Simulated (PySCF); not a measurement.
**CISD/STO-6G run of [NO2]+ (SMILES O=[N+]=O)**

Aim: the energy change on altering one bond length of [NO2]+ at CISD/STO-6G, from 2 runs. The job is set up through a Python script.

The results are computed with PySCF 2.14.0.

7 further runs of the same task are left out: 7 set aside as unsound or not needed.

**1. Starting point**

[NO2]+: 3 atoms, total charge +1, spin state singlet. SMILES: `O=[N+]=O`. Geometry: relaxed at PBE0-D4/def2-TZVP.

Bond lengths: O1–N2 1.110 Å, N2–O3 1.110 Å. Angles: O1–N2–O3 180.0°.

**2. A single-point energy at CISD/STO-6G**

Contents of run.py:

```python
# nitryl ion
from pyscf import gto, scf, ci

mol = gto.Mole()
mol.atom = '''
O   -0.572980   0.927020  -0.209580
N   -0.000010  -0.000010   0.000000
O    0.572990  -0.927010   0.209580
'''
mol.basis = 'sto-6g'
mol.max_memory = 1860
mol.charge = 1
mol.verbose = 3
mol.build()

mf = scf.RHF(mol)
mf.conv_tol = 1e-10
mf.kernel()
if not mf.converged:
    mf = mf.newton().run(mf.mo_coeff, mf.mo_occ)

cisd = ci.CISD(mf, frozen=3)
cisd.kernel()
energy = cisd.e_tot
print('E(%s) = %.9f' % ('CISD', energy))
```

Command:

```bash
$ OMP_NUM_THREADS=1 python run.py
```

The program printed:

```text
converged SCF energy = -202.85105631479
E(RCISD) = -203.0838729909557  E_corr = -0.2328166761662103
E(CISD) = -203.083872991
```

It took 0.38 s on 1 thread of AMD EPYC 9R45 (Zen 5), shared host; peak memory 0.1 GiB.

**3. The distorted shape**

Contents of input.xyz:

```xyz
3
NO2
O     -0.859484     1.390565    -0.314377
N     -0.000010    -0.000010     0.000000
O      0.572990    -0.927010     0.209580
```

Contents of input.py:

```python
from pyscf import gto, scf, ci

system = gto.M(
    atom='input.xyz',
    max_memory=1860,
    charge=1,
    basis='sto-6g',
    verbose=4,
)

myscf = scf.RHF(system)
myscf.conv_tol = 1e-10
myscf.kernel()
if not myscf.converged:
    myscf = myscf.newton().run(myscf.mo_coeff, myscf.mo_occ)

cisd = ci.CISD(myscf, frozen=3)
cisd.kernel()
e_final = cisd.e_tot
print('Final energy', e_final)
```

Command:

```bash
$ OMP_NUM_THREADS=1 python input.py
```

The program printed:

```text
PySCF version 2.14.0

[INPUT] num. atoms = 3
[INPUT] num. electrons = 22
[INPUT] charge = 1
[INPUT] spin (= nelec alpha-beta = 2S) = 0
[INPUT] symmetry False subgroup None
[INPUT] Mole.unit = angstrom
[INPUT] Symbol           X                Y                Z      unit          X                Y                Z       unit  Magmom
[INPUT]  1 O     -0.859484000000   1.390565000000  -0.314377000000 AA   -1.624189368446   2.627787008406  -0.594086429862 Bohr   0.0
[INPUT]  2 N     -0.000010000000  -0.000010000000   0.000000000000 AA   -0.000018897261  -0.000018897261   0.000000000000 Bohr   0.0
[INPUT]  3 O      0.572990000000  -0.927010000000   0.209580000000 AA    1.082794172115  -1.751795014733   0.396048801186 Bohr   0.0

nuclear repulsion = 56.7109933461688
number of shells = 9
number of NR pGTOs = 90
number of NR cGTOs = 15
basis = sto-6g
ecp = {}

******** <class 'pyscf.scf.hf.RHF'> ********
method = RHF
initial guess = minao
damping factor = 0
level_shift factor = 0
DIIS = <class 'pyscf.scf.diis.CDIIS'>
diis_start_cycle = 1
diis_space = 8
diis_damp = 0
SCF conv_tol = 1e-10
SCF conv_tol_grad = None
SCF max_cycles = 50
direct_scf = True
direct_scf_tol = 1e-13
Set gradient conv threshold to 1e-05
Initial guess from minao.
init E= -203.30924633467
  HOMO = -0.334767325328106  LUMO = -0.083294011448425  gap/eV = 6.84294
cycle= 1 E= -202.368705722892  delta_E= 0.941  |g|= 1.07  |ddm|= 2.76
  HOMO = -0.592328386550968  LUMO = -0.367041336299309  gap/eV = 6.13037
cycle= 2 E= -199.913455535311  delta_E= 2.46  |g|= 2.68  |ddm|= 3.81
  HOMO = -0.744411081630319  LUMO = -0.327558113020074  gap/eV = 11.34315
cycle= 3 E= -202.676919406923  delta_E= -2.76  |g|= 0.651  |ddm|=  3.4
  HOMO = -0.706721497144798  LUMO = -0.31692900457853  gap/eV = 10.60679
cycle= 4 E= -202.788097911628  delta_E= -0.111  |g|= 0.182  |ddm|= 0.594
  HOMO = -0.754660882104128  LUMO = -0.277629817889786  gap/eV = 12.98068
cycle= 5 E= -202.806410250214  delta_E= -0.0183  |g|= 0.0476  |ddm|= 0.327
  HOMO = -0.728389979018329  LUMO = -0.291155676410941  gap/eV = 11.89775
cycle= 6 E= -202.808149391523  delta_E= -0.00174  |g|= 0.00587  |ddm|= 0.156
  HOMO = -0.730104435691215  LUMO = -0.290253615226414  gap/eV = 11.96895
cycle= 7 E= -202.808165185484  delta_E= -1.58e-05  |g|= 0.00228  |ddm|= 0.0122
  HOMO = -0.730111288345285  LUMO = -0.289963061231482  gap/eV = 11.97704
cycle= 8 E= -202.808167493127  delta_E= -2.31e-06  |g|= 0.00032  |ddm|= 0.00533
  HOMO = -0.729859296450659  LUMO = -0.290165718008328  gap/eV = 11.96467
cycle= 9 E= -202.808167552019  delta_E= -5.89e-08  |g|= 9.38e-05  |ddm|= 0.000907
  HOMO = -0.729901606005309  LUMO = -0.290127936136579  gap/eV = 11.96685
cycle= 10 E= -202.808167554263  delta_E= -2.24e-09  |g|= 1.08e-05  |ddm|= 0.000126
  HOMO = -0.729909482520404  LUMO = -0.290122148268074  gap/eV = 11.96722
cycle= 11 E= -202.808167554301  delta_E= -3.83e-11  |g|= 6.45e-07  |ddm|= 1.85e-05
  HOMO = -0.729909464544195  LUMO = -0.290122201745945  gap/eV = 11.96722
Extra cycle  E= -202.808167554302  delta_E= -5.68e-13  |g|= 5.24e-07  |ddm|= 1.46e-06
converged SCF energy = -202.808167554302

******** <class 'pyscf.ci.cisd.RCISD'> ********
CISD nocc = 8, nmo = 12
frozen orbitals 3
max_cycle = 50
direct = 0
conv_tol = 1e-09
max_cycle = 50
max_space = 12
lindep = 0
nroots = 1
Init t2, MP2 energy = -0.228577032528866
RCISD converged
E(RCISD) = -203.0273591179225  E_corr = -0.2191915636207679
Final energy -203.02735911792251
```

Wall time 0.38 s (1 thread of AMD EPYC 9R45 (Zen 5), shared host); peak memory 0.1 GiB.

**4. Summary of results**

At CISD/STO-6G, 3 core orbitals frozen:

| quantity | value |
| --- | --- |
| first shape: total energy | -203.08387 Eh |
| first shape: HOMO energy (Hartree–Fock orbitals) | -24.04 eV |
| first shape: LUMO energy (Hartree–Fock orbitals) | -6.34 eV |
| first shape: HOMO–LUMO gap (Hartree–Fock orbitals) | 17.70 eV |
| first shape: correlation energy (3 core orbitals frozen) | -232.8 mEh |
| distorted shape: total energy | -203.02736 Eh |
| distorted shape: HOMO energy (Hartree–Fock orbitals) | -19.86 eV |
| distorted shape: LUMO energy (Hartree–Fock orbitals) | -7.89 eV |
| distorted shape: HOMO–LUMO gap (Hartree–Fock orbitals) | 11.97 eV |
| distorted shape: correlation energy (3 core orbitals frozen) | -219.2 mEh |
| energy change with the O1–N2 bond stretched from 1.110 to 1.665 Å | 1.538 eV |

With the O1–N2 bond stretched from 1.110 to 1.665 Å the energy rises by 1.54 eV (148 kJ/mol). The first shape isn't relaxed at this level, so the change isn't measured from a minimum. The minimal basis adds a large error of its own.
